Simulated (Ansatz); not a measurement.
Input for Ansatz (development build ahead of 0.2.0):

```yaml
crystal:
  periodic: [false, false, false]
  atoms:
    - { symbol: C, position_ang: [0.0, -0.03202, -0.70083] }
    - { symbol: O, position_ang: [0.0, -0.07088, 0.80777] }
    - { symbol: H, position_ang: [0.0, -1.15415, -1.09184] }
    - { symbol: H, position_ang: [-0.9665, 0.50305, -1.16114] }
    - { symbol: H, position_ang: [0.9665, 0.50305, -1.16114] }
    - { symbol: H, position_ang: [0.0, 0.9072, 1.15695] }
basis:
  gaussian: { orbitals: def2-TZVP }
hamiltonian:
  xc: hf
correlation:
  method: mp2
  frozen_orbitals: { C: 1, H: 0, O: 1 }
```

The input is written out in the form of the current development build from the run's settings.

The run gave:

```
Converged                       : yes
Reference energy                : -115.05551 hartree
Correlation energy              : -0.42553 hartree
Total energy                    : -115.48104 hartree
Spin squared of the determinant : 0.000
```

Caution: no unrestricted run beside it, a lower state can exist.
